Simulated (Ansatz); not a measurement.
Pyrite PtSb2, treated with HSE06 (plane waves, PAW; Ansatz, a first-principles code).

From the output:

```
WARN output.stress: scf.exx.energy_threshold = 1e-6 eV is looser than the 1.2e-7 eV advised for a stress under a hybrid functional (1e-8 eV for each atom of …
Crystal: 12 atoms, lattice volume = 267.090 Å³
Basis set: ecut = 460 eV, 6031 PW (Γ), exchange–correlation on 96×96×96 points (8 copies of the dense FFT grid, shifted against one another)
Bands: 116, of which v1, the nominal top of the filled ones, is band 96 counted from 1 (95 counted from 0)
Symmetry: 24 space group operations
Space group: Pa-3 (ITA 205), of the structure as read, at distance tolerance 6.4e-5 Å
k-points: 11 of 64
SCF iter   1: F=—  HF=-101973.387690 eV  |F-HF|=—  |Δ(HF+E_count)|=         —  Δρ=5.99e-3  dr2=1.32e-1
SCF iter   2: F=—  HF=-101973.372132 eV  |F-HF|=—  |Δ(HF+E_count)|=   1.56e-2  Δρ=2.75e-3  dr2=3.02e-2
  ...
SCF 1 converged in 8 iterations: F = -101973.368234 eV  dr2 = 2.71e-10
Crystal: 12 atoms, lattice volume = 267.090 Å³
Initial density: handed on by an earlier stage of this run
Crystal: 12 atoms, lattice volume = 267.090 Å³
Crystal: 12 atoms, lattice volume = 267.090 Å³
SCF iter   3: F=—  HF=-102017.887920 eV  |F-HF|=—  |Δ(HF+E_count)|=   7.90e-9  Δρ=7.08e-7  dr2=3.68e-10
SCF iter   4: F=-102017.887920 eV  HF=-102017.887920 eV  |F-HF|=2.91e-11  |Δ(HF+E_count)|=  5.82e-11  Δρ=1.22e-7  dr2=8.23e-11
SCF 4 converged in 4 iterations: F = -102017.887920 eV  dr2 = 8.23e-11
Free energy (F): -102017.887920 eV
Internal energy: -102017.887798 eV  (E = F + TS)
E sigma→0 (E₀):  -102017.887859 eV
Fermi energy:    14.483393 eV
--- Forces (eV/Å), atoms counted from 1 ---
  atom   1  Sb    -0.10480423     0.10480423    -0.10480423
  atom   2  Sb    -0.10480423    -0.10480423     0.10480423
  atom   3  Sb    -0.10480423    -0.10480423    -0.10480423
  atom   4  Sb     0.10480423     0.10480423     0.10480423
  atom   5  Sb     0.10480423    -0.10480423    -0.10480423
  atom   6  Sb     0.10480423     0.10480423    -0.10480423
  atom   7  Sb    -0.10480423     0.10480423     0.10480423
  atom   8  Sb     0.10480423    -0.10480423     0.10480423
  atom   9  Pt     0.00000000    -0.00000000    -0.00000000
  atom  10  Pt     0.00000000    -0.00000000     0.00000000
  atom  11  Pt     0.00000000    -0.00000000    -0.00000000
  atom  12  Pt     0.00000000    -0.00000000     0.00000000
--- Stress (GPa, compression-positive) ---
        1.415746      -0.000000       0.000000
       -0.000000       1.415746       0.000000
        0.000000       0.000000       1.415746
  P = ⅓ Tr σ = 1.4157 GPa (14.157 kbar)
```

Problem. Write an input file that could have produced this run (the log leaves some choices open).

Solution. This is not unique; one that fits is 
Ansatz 0.2 input:
```yaml
crystal:
  lattice:
    - [6.44, 0.0, 0.0]
    - [0.0, 6.44, 0.0]
    - [0.0, 0.0, 6.44]
  atoms:
    - { symbol: Sb, position: [0.6254377987, 0.8745622013, 0.1254377987] }
    - { symbol: Sb, position: [0.1254377987, 0.6254377987, 0.8745622013] }
    - { symbol: Sb, position: [0.6254377987, 0.6254377987, 0.6254377987] }
    - { symbol: Sb, position: [0.3745622013, 0.3745622013, 0.3745622013] }
    - { symbol: Sb, position: [0.8745622013, 0.1254377987, 0.6254377987] }
    - { symbol: Sb, position: [0.8745622013, 0.3745622013, 0.1254377987] }
    - { symbol: Sb, position: [0.1254377987, 0.8745622013, 0.3745622013] }
    - { symbol: Sb, position: [0.3745622013, 0.1254377987, 0.8745622013] }
    - { symbol: Pt, position: [0.0, 0.5, 0.5] }
    - { symbol: Pt, position: [0.5, 0.0, 0.5] }
    - { symbol: Pt, position: [0.0, 0.0, 0.0] }
    - { symbol: Pt, position: [0.5, 0.5, 0.0] }
basis:
  ecutwfc: 460
  ecutrho_ratio: 4
  xc_grid: 2
kpoints:
  mp_grid: { grid: [4, 4, 4] }
hamiltonian:
  xc: hse06
  dispersion: none
  pseudopotentials: { kind: paw }
scf:
  occupations: { method: fermi_dirac, width: 0.01 }
  convergence: { dr2_threshold: 0.0000000012 }
output:
  forces: true
  stress: true
  eigenvalues: true
```

The PAW data were made under PBE.

Note: cell and atoms aren't relaxed at this level (largest force component 0.10 eV/Å, pressure 1.4 GPa).
